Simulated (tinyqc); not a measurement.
Inside a calculation (part 1 of 2). Method: UHF in the sto-3g basis, for HF, spin multiplicity 1. This run ends on a higher stationary point, not on the lowest solution. Computed by tinyqc, a small Python program that keeps every step (integrals from PySCF). Settings: charge = 0, multiplicity = 1, basis = sto-3g, energy threshold = 1e-08, iteration cap = 68, orthogonalisation = symmetric, start = core, DIIS depth = 0, method = UHF, break = 0.2. Command: `OMP_NUM_THREADS=1 python tinyqc.py 26849 26850 out.jsonl` (the two numbers bound the seeds that draw the settings). One thread of a shared host (Intel(R) Xeon(R) Processor @ 2.60GHz), about 0.1 s of CPU time with the checks. Later iterations appear only in the table of the cycle.

## One-electron integrals

Geometry (angstrom):
```
atom        x        y        z
F     0.00000  0.00000  0.00000
H     0.00000  0.00000  1.68000
```

Basis sto-3g: exponents (1/bohr^2) and contraction coefficients of normalised primitives:
```
element  l (shell)   exponent  coefficient
F            s (1)  166.67913      0.15433
F            s (1)   30.36081      0.53533
F            s (1)    8.21682      0.44463
F            s (2)    6.46480     -0.09997
F            s (2)    1.50228      0.39951
F            s (2)    0.48859      0.70012
F            p (3)    6.46480      0.15592
F            p (3)    1.50228      0.60768
F            p (3)    0.48859      0.39196
H            s (1)    3.42525      0.15433
H            s (1)    0.62391      0.53533
H            s (1)    0.16886      0.44463
```

Overlap, kinetic and nuclear-attraction integrals over the contracted functions; the nuclear repulsion is the sum of Za Zb / Rab.

nuclear repulsion = 2.8348779 hartree

overlap S, order 1F 1s, 1F 2s, 1F 2px, 1F 2py, 1F 2pz, 2H 1s:
```
[[1.00000, 0.23799, 0.00000, 0.00000, 0.00000, 0.00861],
 [0.23799, 1.00000, 0.00000, 0.00000, 0.00000, 0.11459],
 [0.00000, 0.00000, 1.00000, 0.00000, 0.00000, 0.00000],
 [0.00000, 0.00000, 0.00000, 1.00000, 0.00000, 0.00000],
 [0.00000, 0.00000, 0.00000, 0.00000, 1.00000, 0.11039],
 [0.00861, 0.11459, 0.00000, 0.00000, 0.11039, 1.00000]]
```

kinetic energy T (hartree), order 1F 1s, 1F 2s, 1F 2px, 1F 2py, 1F 2pz, 2H 1s:
```
[[36.98458, -0.21286, 0.00000, 0.00000, 0.00000, -0.00231],
 [-0.21286, 1.03800, 0.00000, 0.00000, 0.00000, -0.01926],
 [0.00000, 0.00000, 3.24801, 0.00000, 0.00000, 0.00000],
 [0.00000, 0.00000, 0.00000, 3.24801, 0.00000, 0.00000],
 [0.00000, 0.00000, 0.00000, 0.00000, 3.24801, -0.00031],
 [-0.00231, -0.01926, 0.00000, 0.00000, -0.00031, 0.76003]]
```

nuclear attraction V (hartree), order 1F 1s, 1F 2s, 1F 2px, 1F 2py, 1F 2pz, 2H 1s:
```
[[-77.32457, -9.25177, 0.00000, 0.00000, -0.00449, -0.34300],
 [-9.25177, -11.85618, 0.00000, 0.00000, -0.05613, -0.89285],
 [0.00000, 0.00000, -11.75656, 0.00000, 0.00000, 0.00000],
 [0.00000, 0.00000, 0.00000, -11.75656, 0.00000, 0.00000],
 [-0.00449, -0.05613, 0.00000, 0.00000, -11.77824, -0.70530],
 [-0.34300, -0.89285, 0.00000, 0.00000, -0.70530, -4.05634]]
```

core Hamiltonian H = T + V (hartree), order 1F 1s, 1F 2s, 1F 2px, 1F 2py, 1F 2pz, 2H 1s:
```
[[-40.33999, -9.46463, 0.00000, 0.00000, -0.00449, -0.34531],
 [-9.46463, -10.81819, 0.00000, 0.00000, -0.05613, -0.91211],
 [0.00000, 0.00000, -8.50855, 0.00000, 0.00000, 0.00000],
 [0.00000, 0.00000, 0.00000, -8.50855, 0.00000, 0.00000],
 [-0.00449, -0.05613, 0.00000, 0.00000, -8.53022, -0.70561],
 [-0.34531, -0.91211, 0.00000, 0.00000, -0.70561, -3.29631]]
```

## Two-electron integrals

Functions are numbered as in S; the eight-fold symmetry (ij|kl) = (ji|kl) = (kl|ij) leaves the list below.

Two-electron integrals (ij|kl) in chemists' order, unique and non-zero (hartree):
```
(11|11) 5.40350   (21|11) 0.84192   (21|21) 0.15630   (22|11) 1.26803
(22|21) 0.29234   (22|22) 0.92617   (31|31) 0.02800   (32|31) 0.04317
(32|32) 0.20459   (33|11) 1.26450   (33|21) 0.29240   (33|22) 0.92596
(33|33) 0.99751   (41|41) 0.02800   (42|41) 0.04317   (42|42) 0.20459
(43|43) 0.05377   (44|11) 1.26450   (44|21) 0.29240   (44|22) 0.92596
(44|33) 0.88997   (44|44) 0.99751   (51|51) 0.02800   (52|51) 0.04317
(52|52) 0.20459   (53|53) 0.05377   (54|54) 0.05377   (55|11) 1.26450
(55|21) 0.29240   (55|22) 0.92596   (55|33) 0.88997   (55|44) 0.88997
(55|55) 0.99751   (61|11) 0.03084   (61|21) 0.00568   (61|22) 0.01057
(61|33) 0.01055   (61|44) 0.01055   (61|51) 0.00021   (61|52) 0.00040
(61|55) 0.01059   (61|61) 0.00021   (62|11) 0.09259   (62|21) 0.02170
(62|22) 0.07871   (62|33) 0.07762   (62|44) 0.07762   (62|51) 0.00143
(62|52) 0.01215   (62|55) 0.08083   (62|61) 0.00080   (62|62) 0.00896
(63|31) 0.00209   (63|32) 0.01315   (63|53) 0.00247   (63|63) 0.00125
(64|41) 0.00209   (64|42) 0.01315   (64|54) 0.00247   (64|64) 0.00125
(65|11) 0.07057   (65|21) 0.01673   (65|22) 0.06516   (65|33) 0.06269
(65|44) 0.06269   (65|51) 0.00296   (65|52) 0.02181   (65|55) 0.07001
(65|61) 0.00063   (65|62) 0.00915   (65|65) 0.01051   (66|11) 0.31439
(66|21) 0.07481   (66|22) 0.31348   (66|33) 0.30692   (66|44) 0.30692
(66|51) 0.00441   (66|52) 0.05425   (66|55) 0.32652   (66|61) 0.00275
(66|62) 0.05027   (66|65) 0.06089   (66|66) 0.77461
```

## Orthogonalisation

S = U s U^T; symmetric (Loewdin) form X = U s^(-1/2) U^T, so that X^T S X = 1.

eigenvalues of S: [0.73454, 0.89859, 1.00000, 1.00000, 1.09395, 1.27292]

X, order 1F 1s, 1F 2s, 1F 2px, 1F 2py, 1F 2pz, 2H 1s:
```
[[1.02226, -0.12408, 0.00000, 0.00000, -0.00063, 0.00634],
 [-0.12408, 1.02746, 0.00000, 0.00000, 0.00497, -0.05958],
 [0.00000, 0.00000, 1.00000, 0.00000, 0.00000, 0.00000],
 [0.00000, 0.00000, 0.00000, 1.00000, 0.00000, 0.00000],
 [-0.00063, 0.00497, 0.00000, 0.00000, 1.00466, -0.05610],
 [0.00634, -0.05958, 0.00000, 0.00000, -0.05610, 1.00977]]
```

## Starting guess

The start is the orbitals of the core Hamiltonian, with HOMO and LUMO mixed by +/-0.2 rad for the two spins; D(s) = C_occ C_occ^T for each spin.

D(alpha) at the start, order 1F 1s, 1F 2s, 1F 2px, 1F 2py, 1F 2pz, 2H 1s:
```
[[1.06032, -0.25379, 0.00209, 0.00061, -0.00154, 0.00946],
 [-0.25379, 1.06778, -0.01581, -0.00459, 0.00818, -0.04032],
 [0.00209, -0.01581, 0.96360, -0.01057, -0.01229, 0.18911],
 [0.00061, -0.00459, -0.01057, 0.99693, -0.00357, 0.05494],
 [-0.00154, 0.00818, -0.01229, -0.00357, 1.00836, -0.04947],
 [0.00946, -0.04032, 0.18911, 0.05494, -0.04947, 0.04381]]
```

D(beta) at the start, order 1F 1s, 1F 2s, 1F 2px, 1F 2py, 1F 2pz, 2H 1s:
```
[[1.06032, -0.25379, -0.00209, -0.00061, -0.00154, 0.00946],
 [-0.25379, 1.06778, 0.01581, 0.00459, 0.00818, -0.04032],
 [-0.00209, 0.01581, 0.96360, -0.01057, 0.01229, -0.18911],
 [-0.00061, 0.00459, -0.01057, 0.99693, 0.00357, -0.05494],
 [-0.00154, 0.00818, 0.01229, 0.00357, 1.00836, -0.04947],
 [0.00946, -0.04032, -0.18911, -0.05494, -0.04947, 0.04381]]
```

## Iteration 1: building the Fock matrix

J_ij = sum D_kl (ij|kl) with D = D(alpha) + D(beta), K_ij = sum D_kl (ik|jl) for each spin; F = H + J - K(s); E = tr D H + tr D J / 2 - 0.5 sum_s tr D(s) K(s) + E_nn.

Coulomb J (hartree), order 1F 1s, 1F 2s, 1F 2px, 1F 2py, 1F 2pz, 2H 1s:
```
[[20.82031, 3.98725, 0.00000, 0.00000, 0.00082, 0.14494],
 [3.98725, 9.87057, 0.00000, 0.00000, 0.00492, 0.81133],
 [0.00000, 0.00000, 9.85625, -0.00227, 0.00000, 0.00000],
 [0.00000, 0.00000, -0.00227, 9.86342, 0.00000, 0.00000],
 [0.00082, 0.00492, 0.00000, 0.00000, 9.86563, 0.66133],
 [0.14494, 0.81133, 0.00000, 0.00000, 0.66133, 3.17175]]
```

exchange K(alpha) (hartree), order 1F 1s, 1F 2s, 1F 2px, 1F 2py, 1F 2pz, 2H 1s:
```
[[5.55223, 0.97112, -0.00021, -0.00006, 0.00010, 0.03784],
 [0.97112, 1.60693, 0.00000, 0.00000, 0.00111, 0.11704],
 [-0.00021, 0.00000, 1.29405, -0.00998, 0.00073, 0.05607],
 [-0.00006, 0.00000, -0.00998, 1.32550, 0.00021, 0.01629],
 [0.00010, 0.00111, 0.00073, 0.00021, 1.32933, 0.07248],
 [0.03784, 0.11704, 0.05607, 0.01629, 0.07248, 0.04649]]
```

exchange K(beta) (hartree), order 1F 1s, 1F 2s, 1F 2px, 1F 2py, 1F 2pz, 2H 1s:
```
[[5.55223, 0.97112, 0.00021, 0.00006, 0.00010, 0.03784],
 [0.97112, 1.60693, 0.00000, 0.00000, 0.00111, 0.11704],
 [0.00021, 0.00000, 1.29405, -0.00998, -0.00073, -0.05607],
 [0.00006, 0.00000, -0.00998, 1.32550, -0.00021, -0.01629],
 [0.00010, 0.00111, -0.00073, -0.00021, 1.32933, 0.07248],
 [0.03784, 0.11704, -0.05607, -0.01629, 0.07248, 0.04649]]
```

F(alpha) (hartree), order 1F 1s, 1F 2s, 1F 2px, 1F 2py, 1F 2pz, 2H 1s:
```
[[-25.07190, -6.44850, 0.00021, 0.00006, -0.00376, -0.23822],
 [-6.44850, -2.55455, 0.00000, 0.00000, -0.05232, -0.21781],
 [0.00021, 0.00000, 0.05365, 0.00770, -0.00073, -0.05607],
 [0.00006, 0.00000, 0.00770, 0.02937, -0.00021, -0.01629],
 [-0.00376, -0.05232, -0.00073, -0.00021, 0.00607, -0.11676],
 [-0.23822, -0.21781, -0.05607, -0.01629, -0.11676, -0.17105]]
```

F(beta) (hartree), order 1F 1s, 1F 2s, 1F 2px, 1F 2py, 1F 2pz, 2H 1s:
```
[[-25.07190, -6.44850, -0.00021, -0.00006, -0.00376, -0.23822],
 [-6.44850, -2.55455, 0.00000, 0.00000, -0.05232, -0.21781],
 [-0.00021, 0.00000, 0.05365, 0.00770, 0.00073, 0.05607],
 [-0.00006, 0.00000, 0.00770, 0.02937, 0.00021, 0.01629],
 [-0.00376, -0.05232, 0.00073, 0.00021, 0.00607, -0.11676],
 [-0.23822, -0.21781, 0.05607, 0.01629, -0.11676, -0.17105]]
```

total energy of this density = -97.9356788 hartree

## Iteration 1: diagonalisation and new density

Diagonalise F' = X^T F X, C = X C', fill 5 alpha and 5 beta electrons from the bottom; D(s) = C_occ C_occ^T. Each column has its largest component positive (the first on a tie).

F' = X^T F X (alpha) (hartree):
```
[[-24.60655, -3.35483, -0.00014, -0.00004, -0.00152, -0.00315],
 [-3.35483, -1.41654, 0.00332, 0.00096, -0.04297, -0.09806],
 [-0.00014, 0.00332, 0.05365, 0.00770, 0.00241, -0.05658],
 [-0.00004, 0.00096, 0.00770, 0.02937, 0.00070, -0.01643],
 [-0.00152, -0.04297, 0.00241, 0.00070, 0.01831, -0.10753],
 [-0.00315, -0.09806, -0.05658, -0.01643, -0.10753, -0.14356]]
```

orbital energies (alpha) (hartree): [-25.08215, -0.95564, -0.19332, 0.02713, 0.04112, 0.09754]

coefficients C (alpha), order 1F 1s, 1F 2s, 1F 2px, 1F 2py, 1F 2pz, 2H 1s:
```
[[0.99472, -0.26312, 0.04075, 0.00000, -0.00289, -0.00793],
 [0.02133, 1.01759, -0.19065, 0.00000, 0.00458, 0.04822],
 [-0.00001, 0.00366, 0.19661, -0.27896, 0.69373, 0.63423],
 [0.00000, 0.00106, 0.05711, 0.96030, 0.20152, 0.18424],
 [0.00034, 0.05508, 0.36751, 0.00000, -0.68571, 0.63578],
 [-0.00142, 0.06441, 0.86923, 0.00000, 0.19168, -0.47950]]
```

F' = X^T F X (beta) (hartree):
```
[[-24.60655, -3.35483, 0.00014, 0.00004, -0.00152, -0.00315],
 [-3.35483, -1.41654, -0.00332, -0.00096, -0.04297, -0.09806],
 [0.00014, -0.00332, 0.05365, 0.00770, -0.00241, 0.05658],
 [0.00004, -0.00096, 0.00770, 0.02937, -0.00070, 0.01643],
 [-0.00152, -0.04297, -0.00241, -0.00070, 0.01831, -0.10753],
 [-0.00315, -0.09806, 0.05658, 0.01643, -0.10753, -0.14356]]
```

orbital energies (beta) (hartree): [-25.08215, -0.95564, -0.19332, 0.02713, 0.04112, 0.09754]

coefficients C (beta), order 1F 1s, 1F 2s, 1F 2px, 1F 2py, 1F 2pz, 2H 1s:
```
[[0.99472, -0.26312, 0.04075, 0.00000, 0.00289, -0.00793],
 [0.02133, 1.01759, -0.19065, 0.00000, -0.00458, 0.04822],
 [0.00001, -0.00366, -0.19661, -0.27896, 0.69373, -0.63423],
 [0.00000, -0.00106, -0.05711, 0.96030, 0.20152, -0.18424],
 [0.00034, 0.05508, 0.36751, 0.00000, 0.68571, 0.63578],
 [-0.00142, 0.06441, 0.86923, 0.00000, -0.19168, -0.47950]]
```

D(alpha) after iteration 1, order 1F 1s, 1F 2s, 1F 2px, 1F 2py, 1F 2pz, 2H 1s:
```
[[1.06038, -0.25432, 0.00503, 0.00146, 0.00280, 0.01650],
 [-0.25432, 1.07232, -0.03058, -0.00888, -0.01714, -0.09932],
 [0.00503, -0.03058, 0.59775, -0.11685, -0.40324, 0.30411],
 [0.00146, -0.00888, -0.11685, 0.96606, -0.11714, 0.08834],
 [0.00280, -0.01714, -0.40324, -0.11714, 0.60829, 0.19155],
 [0.01650, -0.09932, 0.30411, 0.08834, 0.19155, 0.79645]]
```

D(beta) after iteration 1, order 1F 1s, 1F 2s, 1F 2px, 1F 2py, 1F 2pz, 2H 1s:
```
[[1.06038, -0.25432, -0.00503, -0.00146, 0.00280, 0.01650],
 [-0.25432, 1.07232, 0.03058, 0.00888, -0.01714, -0.09932],
 [-0.00503, 0.03058, 0.59775, -0.11685, 0.40324, -0.30411],
 [-0.00146, 0.00888, -0.11685, 0.96606, 0.11714, -0.08834],
 [0.00280, -0.01714, 0.40324, 0.11714, 0.60829, 0.19155],
 [0.01650, -0.09932, -0.30411, -0.08834, 0.19155, 0.79645]]
```

## Iteration 2: building the Fock matrix

As before.

Coulomb J (hartree), order 1F 1s, 1F 2s, 1F 2px, 1F 2py, 1F 2pz, 2H 1s:
```
[[19.33586, 3.64747, 0.00000, 0.00000, 0.00609, 0.13271],
 [3.64747, 8.91931, 0.00000, 0.00000, 0.08478, 0.76695],
 [0.00000, 0.00000, 8.87166, -0.02513, 0.00000, 0.00000],
 [0.00000, 0.00000, -0.02513, 8.95088, 0.00000, 0.00000],
 [0.00609, 0.08478, 0.00000, 0.00000, 8.90948, 0.65363],
 [0.13271, 0.76695, 0.00000, 0.00000, 0.65363, 3.87718]]
```

exchange K(alpha) (hartree), order 1F 1s, 1F 2s, 1F 2px, 1F 2py, 1F 2pz, 2H 1s:
```
[[5.53008, 0.93718, 0.00009, 0.00003, 0.00044, 0.03677],
 [0.93718, 1.45144, -0.00529, -0.00154, 0.00113, 0.13618],
 [0.00009, -0.00529, 0.90743, -0.11028, -0.36073, 0.06473],
 [0.00003, -0.00154, -0.11028, 1.25502, -0.10479, 0.01880],
 [0.00044, 0.00113, -0.36073, -0.10479, 0.94894, 0.16436],
 [0.03677, 0.13618, 0.06473, 0.01880, 0.16436, 0.64783]]
```

exchange K(beta) (hartree), order 1F 1s, 1F 2s, 1F 2px, 1F 2py, 1F 2pz, 2H 1s:
```
[[5.53008, 0.93718, -0.00009, -0.00003, 0.00044, 0.03677],
 [0.93718, 1.45144, 0.00529, 0.00154, 0.00113, 0.13618],
 [-0.00009, 0.00529, 0.90743, -0.11028, 0.36073, -0.06473],
 [-0.00003, 0.00154, -0.11028, 1.25502, 0.10479, -0.01880],
 [0.00044, 0.00113, 0.36073, 0.10479, 0.94894, 0.16436],
 [0.03677, 0.13618, -0.06473, -0.01880, 0.16436, 0.64783]]
```

F(alpha) (hartree), order 1F 1s, 1F 2s, 1F 2px, 1F 2py, 1F 2pz, 2H 1s:
```
[[-26.53421, -6.75434, -0.00009, -0.00003, 0.00116, -0.24937],
 [-6.75434, -3.35032, 0.00529, 0.00154, 0.02752, -0.28133],
 [-0.00009, 0.00529, -0.54432, 0.08515, 0.36073, -0.06473],
 [-0.00003, 0.00154, 0.08515, -0.81269, 0.10479, -0.01880],
 [0.00116, 0.02752, 0.36073, 0.10479, -0.56968, -0.21635],
 [-0.24937, -0.28133, -0.06473, -0.01880, -0.21635, -0.06696]]
```

F(beta) (hartree), order 1F 1s, 1F 2s, 1F 2px, 1F 2py, 1F 2pz, 2H 1s:
```
[[-26.53421, -6.75434, 0.00009, 0.00003, 0.00116, -0.24937],
 [-6.75434, -3.35032, -0.00529, -0.00154, 0.02752, -0.28133],
 [0.00009, -0.00529, -0.54432, 0.08515, -0.36073, 0.06473],
 [0.00003, -0.00154, 0.08515, -0.81269, -0.10479, 0.01880],
 [0.00116, 0.02752, -0.36073, -0.10479, -0.56968, -0.21635],
 [-0.24937, -0.28133, 0.06473, 0.01880, -0.21635, -0.06696]]
```

total energy of this density = -98.1641102 hartree

## Iteration 2: diagonalisation and new density

As before.

F' = X^T F X (alpha) (hartree):
```
[[-26.06937, -3.39416, -0.00138, -0.00040, -0.00668, -0.00215],
 [-3.39416, -2.19230, 0.01109, 0.00322, 0.04210, -0.12870],
 [-0.00138, 0.01109, -0.54432, 0.08515, 0.36607, -0.08591],
 [-0.00040, 0.00322, 0.08515, -0.81269, 0.10634, -0.02496],
 [-0.00668, 0.04210, 0.36607, 0.10634, -0.55046, -0.18738],
 [-0.00215, -0.12870, -0.08591, -0.02496, -0.18738, -0.02257]]
```

orbital energies (alpha) (hartree): [-26.54250, -1.72939, -0.92264, -0.83742, -0.28892, 0.12916]

coefficients C (alpha), order 1F 1s, 1F 2s, 1F 2px, 1F 2py, 1F 2pz, 2H 1s:
```
[[0.99534, -0.26283, -0.00405, 0.00000, 0.01065, 0.02296],
 [0.01892, 1.02734, 0.01431, 0.00000, -0.06185, -0.12180],
 [0.00000, 0.00372, -0.64752, -0.27896, 0.61325, -0.35610],
 [0.00000, 0.00108, -0.18810, 0.96030, 0.17814, -0.10344],
 [0.00006, -0.02506, 0.73164, 0.00000, 0.49073, -0.48556],
 [-0.00119, 0.01409, 0.04657, 0.00000, 0.54441, 0.85300]]
```

F' = X^T F X (beta) (hartree):
```
[[-26.06937, -3.39416, 0.00138, 0.00040, -0.00668, -0.00215],
 [-3.39416, -2.19230, -0.01109, -0.00322, 0.04210, -0.12870],
 [0.00138, -0.01109, -0.54432, 0.08515, -0.36607, 0.08591],
 [0.00040, -0.00322, 0.08515, -0.81269, -0.10634, 0.02496],
 [-0.00668, 0.04210, -0.36607, -0.10634, -0.55046, -0.18738],
 [-0.00215, -0.12870, 0.08591, 0.02496, -0.18738, -0.02257]]
```

orbital energies (beta) (hartree): [-26.54250, -1.72939, -0.92264, -0.83742, -0.28892, 0.12916]

coefficients C (beta), order 1F 1s, 1F 2s, 1F 2px, 1F 2py, 1F 2pz, 2H 1s:
```
[[0.99534, -0.26283, -0.00405, 0.00000, -0.01065, 0.02296],
 [0.01892, 1.02734, 0.01431, 0.00000, 0.06185, -0.12180],
 [0.00000, -0.00372, 0.64752, -0.27896, 0.61325, 0.35610],
 [0.00000, -0.00108, 0.18810, 0.96030, 0.17814, 0.10344],
 [0.00006, -0.02506, 0.73164, 0.00000, -0.49073, -0.48556],
 [-0.00119, 0.01409, 0.04657, 0.00000, -0.54441, 0.85300]]
```

D(alpha) after iteration 2, order 1F 1s, 1F 2s, 1F 2px, 1F 2py, 1F 2pz, 2H 1s:
```
[[1.05991, -0.25190, 0.00818, 0.00238, 0.00891, 0.00072],
 [-0.25190, 1.05981, -0.04337, -0.01260, -0.04562, -0.01855],
 [0.00818, -0.04337, 0.87319, -0.03684, -0.17291, 0.30375],
 [0.00238, -0.01260, -0.03684, 0.98930, -0.05023, 0.08824],
 [0.00891, -0.04562, -0.17291, -0.05023, 0.77674, 0.30088],
 [0.00072, -0.01855, 0.30375, 0.08824, 0.30088, 0.29875]]
```

D(beta) after iteration 2, order 1F 1s, 1F 2s, 1F 2px, 1F 2py, 1F 2pz, 2H 1s:
```
[[1.05991, -0.25190, -0.00818, -0.00238, 0.00891, 0.00072],
 [-0.25190, 1.05981, 0.04337, 0.01260, -0.04562, -0.01855],
 [-0.00818, 0.04337, 0.87319, -0.03684, 0.17291, -0.30375],
 [-0.00238, 0.01260, -0.03684, 0.98930, 0.05023, -0.08824],
 [0.00891, -0.04562, 0.17291, 0.05023, 0.77674, 0.30088],
 [0.00072, -0.01855, -0.30375, -0.08824, 0.30088, 0.29875]]
```

## Iteration 3: building the Fock matrix

As before.

Coulomb J (hartree), order 1F 1s, 1F 2s, 1F 2px, 1F 2py, 1F 2pz, 2H 1s:
```
[[20.23453, 3.85357, 0.00000, 0.00000, -0.00079, 0.14009],
 [3.85357, 9.50411, 0.00000, 0.00000, 0.02196, 0.79416],
 [0.00000, 0.00000, 9.48719, -0.00792, 0.00000, 0.00000],
 [0.00000, 0.00000, -0.00792, 9.51216, 0.00000, 0.00000],
 [-0.00079, 0.02196, 0.00000, 0.00000, 9.48672, 0.65762],
 [0.14009, 0.79416, 0.00000, 0.00000, 0.65762, 3.42872]]
```

exchange K(alpha) (hartree), order 1F 1s, 1F 2s, 1F 2px, 1F 2py, 1F 2pz, 2H 1s:
```
[[5.54264, 0.95759, -0.00014, -0.00004, 0.00020, 0.03808],
 [0.95759, 1.54699, -0.01872, -0.00544, -0.01640, 0.14753],
 [-0.00014, -0.01872, 1.19211, -0.03476, -0.14339, 0.07851],
 [-0.00004, -0.00544, -0.03476, 1.30169, -0.04165, 0.02281],
 [0.00020, -0.01640, -0.14339, -0.04165, 1.14417, 0.18549],
 [0.03808, 0.14753, 0.07851, 0.02281, 0.18549, 0.28519]]
```

exchange K(beta) (hartree), order 1F 1s, 1F 2s, 1F 2px, 1F 2py, 1F 2pz, 2H 1s:
```
[[5.54264, 0.95759, 0.00014, 0.00004, 0.00020, 0.03808],
 [0.95759, 1.54699, 0.01872, 0.00544, -0.01640, 0.14753],
 [0.00014, 0.01872, 1.19211, -0.03476, 0.14339, -0.07851],
 [0.00004, 0.00544, -0.03476, 1.30169, 0.04165, -0.02281],
 [0.00020, -0.01640, 0.14339, 0.04165, 1.14417, 0.18549],
 [0.03808, 0.14753, -0.07851, -0.02281, 0.18549, 0.28519]]
```

F(alpha) (hartree), order 1F 1s, 1F 2s, 1F 2px, 1F 2py, 1F 2pz, 2H 1s:
```
[[-25.64810, -6.56865, 0.00014, 0.00004, -0.00548, -0.24330],
 [-6.56865, -2.86107, 0.01872, 0.00544, -0.01777, -0.26548],
 [0.00014, 0.01872, -0.21347, 0.02684, 0.14339, -0.07851],
 [0.00004, 0.00544, 0.02684, -0.29807, 0.04165, -0.02281],
 [-0.00548, -0.01777, 0.14339, 0.04165, -0.18767, -0.23348],
 [-0.24330, -0.26548, -0.07851, -0.02281, -0.23348, -0.15278]]
```

F(beta) (hartree), order 1F 1s, 1F 2s, 1F 2px, 1F 2py, 1F 2pz, 2H 1s:
```
[[-25.64810, -6.56865, -0.00014, -0.00004, -0.00548, -0.24330],
 [-6.56865, -2.86107, -0.01872, -0.00544, -0.01777, -0.26548],
 [-0.00014, -0.01872, -0.21347, 0.02684, -0.14339, 0.07851],
 [-0.00004, -0.00544, 0.02684, -0.29807, -0.04165, 0.02281],
 [-0.00548, -0.01777, -0.14339, -0.04165, -0.18767, -0.23348],
 [-0.24330, -0.26548, 0.07851, 0.02281, -0.23348, -0.15278]]
```

total energy of this density = -98.2818308 hartree
